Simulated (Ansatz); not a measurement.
C4H6O2, SMILES `C=CCOC=O`. The species carries charge 0 and has multiplicity 1.

Cartesian coordinates in Å:
```
C -1.3898 1.7687 0.3296
C -0.3612 1.1837 -0.2641
C 0.3170 -0.0247 0.2697
O 0.3492 -1.0152 -0.7729
C 1.0102 -2.1307 -0.4786
O 1.5607 -2.3669 0.5567
H -1.8343 2.6733 -0.0681
H -1.8215 1.3661 1.2407
H 0.0524 1.5976 -1.1803
H 1.3475 0.1914 0.5685
H -0.2037 -0.4311 1.1398
H 0.9735 -2.8122 -1.3412
```

List the harmonic frequencies (cm⁻¹, unscaled) at PBE0-D4/def2-TZVP in Ansatz. (Best estimate.)

Ansatz gave: 49, 102, 199, 332, 349, 432, 646, 792, 929, 972, 995, 1005, 1036, 1049, 1183, 1237, 1266, 1317, 1377, 1398, 1460, 1489, 1736, 1829, 3050, 3059, 3112, 3154, 3171, 3245.

Is this a minimum?

Yes, all 30 modes are real.

Give the ideal-gas thermochemistry at 298.15 K and 1 bar (rigid rotor, harmonic oscillator; point group C1, symmetry number 1).

Zero-point energy 251.0 kJ/mol; H(298) − E = 270.6 kJ/mol; entropy 338.1 J/(mol·K), of which translation 164.4, rotation 110.8, vibration 62.9; G(298) − E = 169.8 kJ/mol. Modes under 100 cm⁻¹ are hindered rotations or soft bends, so the harmonic entropy is rough.

Rotational constants (cm⁻¹)?

0.4904, 0.0569, 0.05347.
